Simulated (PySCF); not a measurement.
Name the molecule from its bond curve

A diatomic of charge 0 contains S. Its singlet curve at BP86 in a triple-zeta basis (spin-free X2C with a Gaussian nucleus, PySCF), in eV from the separated fragments:

| R (Å) | E (eV) |
| --- | --- |
| 1.317 | -5.641 |
| 1.378 | -6.742 |
| 1.439 | -7.382 |
| 1.485 | -7.634 |
| 1.531 | -7.736 |
| 1.577 | -7.721 |
| 1.638 | -7.564 |
| 1.715 | -7.214 |
| 1.807 | -6.655 |
| 1.929 | -5.800 |

The fit gives ωe = 1255 cm⁻¹ and the rotational constant Bₑ = 0.8074 cm⁻¹.

Problem. Which atom is the partner?

Solution. The minimum lies at 1.547 Å, so the reduced mass is 16.8576 u Å² cm⁻¹/(Bₑ·Re²) = 8.724 u. With S at 31.97 u the partner weighs about 12.0 u: C. The molecule is CS.
